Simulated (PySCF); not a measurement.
CH2O. Atoms are numbered in the order given.

```xyz
4

C      0.0000     0.0000    -0.5246
O      0.0000     0.0000     0.6712
H      0.0000     0.9404    -1.1112
H      0.0000    -0.9404    -1.1112
```
Charge 0, spin multiplicity 1.

The structure is a stationary point at PBE0-D3(BJ)/def2-TZVPD.

Computed with PBE/def2-TZVPD (PySCF).

The molecule is in vacuum.

Computed frontier levels, gap, dipole moment and polarisability:
```
Item                                                                                                           Result
---------------------------------------------------------------------------------------------  ----------------------
highest occupied level                                                                                       -6.24 eV
lowest empty level                                                                                           -2.60 eV
orbital gap                                                                                                   3.64 eV
dipole moment                                                                                                  2.19 D
quadrupole, principal values (traceless, Buckingham form, about the centre of nuclear charge)   -0.71, 0.32, 0.38 D·Å
mean static polarisability                                                                       18.6 bohr³ (2.76 Å³)
polarisability, principal values                                                               13.4, 19.3, 23.3 bohr³
```
